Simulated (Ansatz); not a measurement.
Elements on the sites of an ideal fcc lattice, at a guessed lattice constant:

```xyz
16
Lattice="-3.9659 3.9659 -3.9659 3.9659 3.9659 3.9659 3.9659 -3.9659 -3.9659" Properties=species:S:1:pos:R:3 pbc="T T T"
Ru    1.9829    0.0000   -1.9829
Ru   -1.9829    1.9829   -3.9659
Ru    0.0000    1.9829   -1.9829
Os    3.9659   -1.9829   -1.9829
Os    0.0000    0.0000   -3.9659
Os    1.9829    1.9829   -3.9659
Os    3.9659    0.0000    0.0000
Os    1.9829    3.9659   -1.9829
Os    3.9659    1.9829    1.9829
Os    1.9829    3.9659    1.9829
Au    1.9829   -1.9829   -3.9659
Au    3.9659    1.9829   -1.9829
Au    0.0000    0.0000    0.0000
Au    1.9829    1.9829    0.0000
Au   -1.9829    3.9659   -1.9829
Au    0.0000    3.9659    0.0000
```

Cell and atoms were relaxed without symmetry on coarser meshes and computed once more. These are results of DFT PBE, scalar-relativistic, plane waves, PAW in Ansatz, not measurements.

Plane waves to 420 eV, a k mesh through Γ of 6×6×6 on the computed 16-atom cell and Gaussian smearing (0.10 eV); no spin polarisation.

The relaxation ran on 3×3×3 k points with a smearing of 0.1 eV, from sites shaken by 0.02 Å.

Question: What does the relaxation give?

Answer: A volume of 15.51 Å³/atom and no gap on the mesh. It lies 0.40 eV/atom above the elements' standard states (static lattices, no corrections for gases). The atoms leave their sites by 0.12 Å (root mean square) and 0.19 Å at most, and the cell stretches by up to 1.2 % at fixed volume.

```
Ru Os Au
1.0
    -3.94258    3.94579   -3.98158
     3.90952    3.93325    4.00208
     3.96240   -3.96630   -4.02191
Ru Os Au
3 7 6
Direct
  0.24005 0.23122 0.49483
  0.75934 0.01321 0.27693
  0.51846 0.25212 0.27244
  0.98207 0.25169 0.72365
  0.50092 0.01376 0.48004
  0.75843 0.48883 0.73759
  0.97677 0.48912 0.49858
  0.76286 0.75217 0.49370
  0.00980 0.76781 0.26150
  0.23533 0.74501 0.00882
  0.25112 0.99854 0.75309
  0.49762 0.74657 0.74861
  0.99932 0.99930 0.99964
  0.25839 0.50488 0.25950
  0.75420 0.25713 0.00298
  0.49878 0.50652 0.99902
```

Spin-orbit coupling is left out, which matters for the bands of heavy elements.

Cost: 2 runs of about 23 core-minutes in all (earlier runs that led there not counted), on Arm Neoverse V2 (shared hosts).